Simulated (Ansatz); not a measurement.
`O[SiH2][AlH2]` → `[OH][AlH2]` + `[SiH2]`  (silylene formation by 1,1-elimination)

Program: Ansatz. Geometries: PBE0-D4/def2-TZVP. ΔE: electronic, gas phase. CCSD(T)/CBS adds triple-zeta CCSD(T) − MP2 to the extrapolated MP2 energy (def2 sets, frozen cores). This one scheme is used for every species. DFT in def2-TZVPP. B3LYP here is the variant with VWN-RPA as its local correlation; programs differ in this. HSE06 is defined as in plane-wave codes. Each species was taken in one conformer, which may not be the lowest.

```csv
level,ΔE (kJ/mol),difference from CCSD(T)/CBS
LDA (SPW92),205.3,36.7
PBE-D4,182.2,13.6
revPBE-D4,175.9,7.3
BLYP-D4,153.9,-14.7
r2SCAN-D4,189.1,20.5
B97M-V,165.5,-3.1
PBE0-D4,190.1,21.5
B3LYP-D4,164.6,-4.0
r2SCANh-D4,190.2,21.6
r2SCAN0-D4,191.9,23.3
HSE06-D4,190.2,21.6
BHLYP-D4,174.3,5.7
ωB97M-V,159.6,-9.0
B2PLYP,161.5,-7.1
PBE-QIDH,188.1,19.5
revPBE,163.3,-5.3
BLYP,142.1,-26.5
r2SCAN,187.6,19.0
PBE0,185.0,16.4
B3LYP,155.2,-13.4
r2SCANh,188.6,20.0
r2SCAN0,190.1,21.5
HSE06,185.3,16.7
BHLYP,165.4,-3.2
CAM-B3LYP,164.1,-4.5
LC-ωPBE,190.5,21.9
HF/def2-SVP,142.6,-26.0
MP2/def2-SVP,153.5,-15.1
CCSD/def2-SVP,138.1,-30.5
CCSD(T)/def2-SVP,140.5,-28.1
HF/def2-TZVPP,155.0,-13.6
MP2/def2-TZVPP,171.9,3.3
SCS-MP2/def2-TZVPP,163.2,-5.4
CCSD/def2-TZVPP,158.5,-10.1
CCSD(T)/def2-TZVPP,161.7,-6.9
HF/def2-QZVPP,155.3,-13.3
MP2/def2-QZVPP,176.0,7.4
SCS-MP2/def2-QZVPP,167.5,-1.1
MP2/CBS(def2),178.9,10.3
CCSD/CBS(def2),165.4,-3.2
CCSD(T)/CBS,168.6,0
```

Largest T1 diagnostic among the species: 0.014.

In def2-TZVPP, CCSD(T) changes the Hartree–Fock value by +6.7 kJ/mol (the triples alone add +3.2 kJ/mol) and MP2 by +16.9 kJ/mol. From BLYP to BHLYP (50 % exact exchange), in def2-TZVPP and without D4, ΔE moves by +23.3 kJ/mol. At CCSD(T), def2-SVP lies −28.1 kJ/mol from the extrapolated value and def2-TZVPP −6.9 kJ/mol.
